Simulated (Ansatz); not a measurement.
Reaction (cleavage of the P–P bond): `PP` + dimethylamine → `CN(C)P` + PH₃

Calculated with Ansatz (gas phase, PBE0-D4/def2-TZVP geometries, no zero-point term in ΔE). CCSD(T)/CBS adds triple-zeta CCSD(T) − MP2 to the extrapolated MP2 energy (def2 sets, frozen cores). This one scheme is used for every species. Functionals use def2-TZVPP. B3LYP here is the variant with VWN-RPA as its local correlation; programs differ in this. One conformer a species, not always the lowest.

| species | B3LYP-D4 energy (Eh) |
| --- | --- |
| `PP` | -685.17070 |
| `CNC` | -135.23193 |
| `CN(C)P` | -477.21777 |
| PH₃ | -343.17920 |

Work out ΔE.

ΔE = (-477.21777) + (-343.17920) − (-685.17070) − (-135.23193) = 0.00566 Eh = +14.9 kJ/mol. CCSD(T)/CBS gives +16.0 kJ/mol.

Largest T1 diagnostic among the species: 0.014.

Leaving LDA and LC-ωPBE aside and taking each functional with its dispersion term where it has one, the values, not all of them listed here, spread over 15.9 kJ/mol, from CAM-B3LYP-D4 to PBE-D4. LDA lies −12.7 kJ/mol from PBE without D4. The D4 term adds −5.9 kJ/mol with B3LYP and −3.3 kJ/mol with PBE0; it sums over pairs of atoms, weighted by their polarisabilities, and B3LYP, whose exchange is more repulsive, gets the larger term. From BLYP to BHLYP (50 % exact exchange), in def2-TZVPP and without D4, ΔE moves by −8.4 kJ/mol.
